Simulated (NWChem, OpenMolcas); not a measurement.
# How basis sets differ on BH (SMILES [BH])

BH: 2 atoms, total charge 0, spin state singlet. As SMILES, `[BH]`. The bond length is the measured one.

```xyz
2

B     0.0000    0.0000    0.0000
H     0.0000    0.0000    1.2324
```

Quantity: the HOMO–LUMO gap, in eV. The values are calculated.

```tsv
level	kind	program	value (eV)	CPU time
PBE/6-31G	GGA	OpenMolcas	1.95	2.5 s
PBE/6-31G** (spherical functions)	GGA	OpenMolcas	2.06	2.9 s
PBE/cc-pVDZ	GGA	NWChem	2.02	3.9 s
PBE/def2-TZVPPD	GGA	OpenMolcas	2.03	5.7 s
```

The values span 1.95 to 2.06 eV. Orbital gaps aren't excitation energies. Times are those of the runs behind each value, whatever else they computed, on shared processors of several kinds: orders of magnitude only.
